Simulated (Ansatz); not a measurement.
We consider 1T (CdI2-type) CdI2, described by LDA in Ansatz (plane waves, PAW).

Numerical settings: plane-wave cutoff 520 eV, 12×12×6 k mesh (along the axes of the cell as run), perturbation theory, scalar-relativistic PAW data made under PBE.

Cell (relaxed at this level):

```
CdI2
1.0
    4.16361     0.00000     0.00000
   -2.08181     3.60580     0.00000
    0.00000     0.00000     6.65963
Cd I
1 2
Direct
  0.00000   0.00000   0.00000
  0.33333   0.66667   0.25396
  0.66667   0.33333   0.74604
```

Task: Give the computed high-frequency dielectric constant (mean over three axes) and static dielectric constant (mean over three axes).

Result: 
high-frequency dielectric constant (mean over three axes): 5.91
static dielectric constant (mean over three axes): 10.8

Spin–orbit coupling is not included.

Computing time: very roughly 60 core-minutes.

Ansatz is an electronic-structure program.
